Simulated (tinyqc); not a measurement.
Stretching all distances: RHF, UHF, MP2, CISD and CCSD against full CI in the sto-6g basis, for H2O, spin multiplicity 1. Computed by the program tinyqc with PySCF. All coordinates are multiplied by the scale. c0^2 is the weight of the RHF determinant in the lowest singlet FCI state (UHF is spin-contaminated and may lie near states of higher spin) and n(LUMO) the first natural occupation beyond the occupied space.

Geometry (angstrom):
```
atom       x        y       z
O     0.0000   0.0000  0.0000
H     0.0000   0.6520  0.6280
H     0.0000  -0.6520  0.6280
```

Full CI energy (hartree) and errors against it (kcal/mol):
```
scale   distance 1-2 (angstrom)      E(FCI)       RHF      UHF      MP2     CISD     CCSD  <S^2> UHF    c0^2  n(LUMO)
0.8600                   0.7785  -75.556772   20.7859  20.7859   5.0480   0.1555   0.0346     0.0000  0.9868   0.0145
1.0700                   0.9686  -75.731087   33.7921  33.7921   9.3545   0.5225   0.0744     0.0000  0.9707   0.0312
1.2800                   1.1587  -75.717653   53.0215  53.0215  16.0486   1.6719   0.1905     0.0000  0.9386   0.0638
1.7100                   1.5480  -75.577614  116.7587  55.2640  38.4423  11.4616   0.7016     1.3671  0.7844   0.2290
1.9200                   1.7381  -75.523646  160.0113  32.2635  52.7939  22.3559  -0.5181     1.6993  0.6563   0.3773
```

Estimate the missing row, scale = 1.49.

Computed row:
```
scale   distance 1-2 (angstrom)      E(FCI)      RHF      UHF      MP2    CISD    CCSD  <S^2> UHF    c0^2  n(LUMO)
1.4900                   1.3488  -75.651163  79.8041  71.8663  25.5312  4.6795  0.4598     0.6002  0.8812   0.1231
```

UHF parts from RHF first at scale 1.49 of those listed, where <S^2> leaves zero. The weight c0^2 goes from 0.99 to 0.66 and n(LUMO) from 0.01 to 0.38: static correlation grows as the bonds break into open-shell fragments. The spread of the error along the curve, which distorts its shape, is CCSD 1.2, CISD 22.2, MP2 47.7, UHF 51.1, RHF 139.2 kcal/mol. Below FCI somewhere: CCSD, as non-variational methods may be. The table stops here: at scale 2.13 and beyond, the reference weight falls under 0.45 or RHF, UHF or CCSD hop between solutions, so those rows were left out and the spreads given cover only the rows shown. As computed, partly on other solutions, the errors there reach in size RHF 207, UHF 42, MP2 79, CISD 39, CCSD 3 kcal/mol.
